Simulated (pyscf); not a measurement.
This saddle point was located with ωB97X-D3(BJ)/def2-SVP in PySCF.

```xyz
11

Cl     0.0994    -2.3849     0.3797
Zr    -2.3087    -1.2466    -0.1694
Cl    -2.5218    -2.5948    -2.0546
Cl    -3.8234     0.4722    -0.6347
Cl    -3.1990    -2.1504     1.7811
O     -0.7919     0.0928    -0.0417
Si    -0.6018     1.7789    -0.1333
H      0.0492    -0.9629     0.2218
H     -1.0127     2.2335    -1.4849
H      0.8401     2.0576     0.0986
H     -1.4327     2.4101     0.9224
```

Surface: singlet, charge 0. Lowest wavenumbers (cm⁻¹): 553i, 26, 70, 83, 87.

Problem. Name the species on either side of this saddle.

Solution. `[Cl][Zr]([Cl])([Cl])[Cl]` + `[OH][SiH3]` ⇌ `[ClH]` + `[SiH3][O][Zr]([Cl])([Cl])[Cl]`, a four-centre exchange read from left to right: Cl–Zr, H–O broken and Cl–H, O–Zr formed. At ωB97M-D3(BJ)/def2-TZVP it lies +2.4 kcal/mol from the left side and +4.6 kcal/mol from the right (each side as separated species at their lowest minima found). On the reactant side the descent ends in an adduct with a O–Zr contact, 17.6 kcal/mol under the separated species and 16.6 kcal/mol under the saddle at ωB97X-D3(BJ)/def2-TZVP. On the product side the descent ends in an adduct with a Cl–Zr contact, 5.7 kcal/mol under the separated species and 4.9 kcal/mol under the saddle at ωB97X-D3(BJ)/def2-TZVP. What is counted as formed (O–Zr) is already present as a longer contact in the reactant adduct; forming that adduct is a step of its own. What is counted as broken (Cl–Zr) persists as a longer contact in the product adduct; parting that adduct is a step of its own. At ωB97X-D3(BJ)/def2-TZVP the barrier from the zero used here is -1.0 kcal/mol. This is the saddle that the search found; another between the same sides may lie lower. Elements past Kr carry the def2 core potentials, without spin-orbit coupling.
